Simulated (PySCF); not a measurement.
Compound: C₃H₃FO.
Bonds: C1–C2 (double), C2–C3, C3–O4 (double), C3–F5. Hydrogens: H6, H7 on C1; H8 on C2.

The same species was optimised twice, with GFN2-xTB and with PBE0-D3(BJ)/def2-SVP (PySCF), and the same property calculations (PySCF, gas phase) were run on both structures.

| coordinate | GFN2-xTB | PBE0-D3(BJ)/def2-SVP | change |
| --- | --- | --- | --- |
| C3–F5 (Å) | 1.367 | 1.340 | -0.027 |
| C1–H7 (Å) | 1.076 | 1.092 | +0.016 |
| C1–H6 (Å) | 1.078 | 1.094 | +0.016 |
| C2–C3 (Å) | 1.462 | 1.476 | +0.014 |
| C2–H8 (Å) | 1.080 | 1.093 | +0.013 |
| C1=C2 (Å) | 1.328 | 1.335 | +0.007 |
| C3=O4 (Å) | 1.183 | 1.186 | +0.003 |
| C2–C3–O4 (°) | 130.0 | 128.1 | -1.9 |
| O4–C3–F5 (°) | 119.1 | 120.9 | +1.8 |
| C3–C2–H8 (°) | 116.2 | 117.2 | +1.0 |
| H6–C1–H7 (°) | 117.5 | 118.4 | +0.9 |
| C1–C2–H8 (°) | 123.2 | 122.6 | -0.6 |
| C2–C1–H7 (°) | 122.1 | 121.5 | -0.6 |
| C1–C2–C3 (°) | 120.6 | 120.2 | -0.4 |
| C2–C1–H6 (°) | 120.4 | 120.1 | -0.3 |
| C1–C2–C3–O4 (°) | 0 | 0 | 0 |

Rotational constants: A = 11009, B = 4206, C = 3044 MHz (GFN2-xTB) against A = 11000, B = 4228, C = 3054 MHz (PBE0-D3(BJ)/def2-SVP). Point groups within 0.08 Å: Cs and Cs.

On the GFN2-xTB structure: HOMO (eV) -8.98 [PBE0/pcSseg-1]; LUMO (eV) -2.14 [PBE0/pcSseg-1]; dipole (D) 3.42 [PBE0/pcSseg-1]; GIAO shielding of C1 (ppm) 37.0 [PBE0/pcSseg-1]; GIAO shielding of C2 (ppm) 55.2 [PBE0/pcSseg-1]; GIAO shielding of C3 (ppm) 21.5 [PBE0/pcSseg-1]; GIAO shielding of O4 (ppm) -93.4 [PBE0/pcSseg-1]; GIAO shielding of F5 (ppm) 123.3 [PBE0/pcSseg-1].

Q: What do these properties become on the PBE0-D3(BJ)/def2-SVP structure?

A: 
```tsv
property	level	on GFN2-xTB	on PBE0-D3(BJ)/def2-SVP	change
HOMO (eV)	PBE0/pcSseg-1	-8.98	-8.87	+0.11
LUMO (eV)	PBE0/pcSseg-1	-2.14	-2.06	+0.08
dipole (D)	PBE0/pcSseg-1	3.42	3.25	-0.17
energy, GFN2-xTB geometry as zero (kcal/mol)	PBE0/pcSseg-1	0.0	-0.2	-0.2
GIAO shielding of C1 (ppm)	PBE0/pcSseg-1	37.0	34.9	-2.1
GIAO shielding of C2 (ppm)	PBE0/pcSseg-1	55.2	52.4	-2.8
GIAO shielding of C3 (ppm)	PBE0/pcSseg-1	21.5	21.4	-0.1
GIAO shielding of O4 (ppm)	PBE0/pcSseg-1	-93.4	-89.6	+3.8
GIAO shielding of F5 (ppm)	PBE0/pcSseg-1	123.3	137.8	+14.5
```

The heavy atoms differ by 0.013 Å rms after alignment. Among all bonds C3–F5 changes most (-0.027 Å). Changes are differences of the printed values. Neither structure is proved a minimum here.

Shape of the structure used: `[CH2:1]=[CH:2][C:3](=[O:4])[F:5]`: C1–C2–C3–O4 0°.
